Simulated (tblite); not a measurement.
Species: C5H6N (doublet state).
Bonds: C1–N2, N2–C3 (aromatic), C3–C4 (aromatic), C4–C5 (aromatic), C5–C6 (aromatic), N2–C6 (aromatic). Hydrogens: H7, H8, H9 on C1; H10 on C4; H11 on C5; H12 on C6.

Computed geometry: GFN2-xTB, gas phase. This method treats the open shell by occupation alone, without spin polarisation.

**Question.** List the bond lengths and angles at this level.

**Answer.** 
```csv
bond,length (bohr)
C1–N2,2.711
N2–C3,2.544
C3–C4,2.564
C4–C5,2.684
C5–C6,2.587
N2–C6,2.583
"C1–H7, C1–H8, C1–H9",2.063
C4–H10,2.022
C5–H11,2.027
C6–H12,2.027
```

Bonds in one row agree within 0.02 bohr and their mean is given. A selection of angles:
```csv
angle,degrees
N2–C1–H7,110.6
N2–C1–H8,109.3
H7–C1–H8,108.9
C1–N2–C3,126.9
C1–N2–C6,125.8
C3–N2–C6,107.3
N2–C3–C4,111.7
C3–C4–C5,104.7
C3–C4–H10,128.2
C5–C4–H10,127.1
C4–C5–C6,107.9
C4–C5–H11,125.0
C6–C5–H11,127.1
C5–C6–H12,130.6
N2–C6–C5,108.4
N2–C6–H12,121.0
```

C4 (carbon bonded to 2 C and H) is planar (angles 128.2°, 127.1° and 104.7°, sum 360.0°, 0.00 Å off the plane of its three neighbours). C5 (carbon bonded to 2 C and H) is planar (angles 127.1°, 125.0° and 107.9°, sum 360.0°, 0.00 Å off the plane of its three neighbours). N2 (nitrogen bonded to 3 C) is planar (angles 126.9°, 125.8° and 107.3°, sum 360.0°, 0.00 Å off the plane of its three neighbours). C6 (carbon bonded to C, N and H) is planar (angles 130.6°, 121.0° and 108.4°, sum 360.0°, 0.00 Å off the plane of its three neighbours). The C–N distances run from 1.346 Å (N2–C3, aromatic) to 1.435 Å (C1–N2, drawn single), a spread of 0.089 Å. The 5-membered ring N2–C3–C4–C5–C6 has internal angles of 104.7° to 111.7°; it is planar, 0.00 Å rms from its mean plane, widest ring torsion 0°. The 6 heavy atoms lie in one plane (0.000 Å rms).

Point group: Cs (tolerance 0.08 Å). GFN2-xTB frequencies show an imaginary mode (26i cm⁻¹), so the point is no minimum at that level.

Hardware: an Arm Neoverse V2 with one thread, shared host. Cost: under 0.1 s of wall time. That covers the optimisation of the geometry.
